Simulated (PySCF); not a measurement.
# SO at ROHF

Computed with ROHF; basis S x2c-TZVPPall, O x2c-TZVPPall; spin-free X2C with a Gaussian nucleus; PySCF 2.14.

For SO, the state is ³Σ⁻ (triplet), unpaired electrons π ↑↑. The bond length is 1.434 Å, the harmonic wavenumber is 1376 cm⁻¹ and the force constant is 11.9 mdyn/Å. The rotational constant Be is 0.7687 cm⁻¹ and the anharmonicity ωexe is 5.39 cm⁻¹. The vibration–rotation constant αe is 0.00466 cm⁻¹ and the well depth De to S + O is 2.29 eV. The dissociation energy D0 is 2.20 eV and the bond order (Mayer) is 1.88. The dipole moment (positive dipole means S(−)O(+)) is -2.14 D.

Hartree–Fock leaves out correlation, which carries a large part of most bond energies and some tenths to 1 eV of ionisation energies. The state is the lowest determinant that a PBE0 search found; another state may lie lower at other levels.
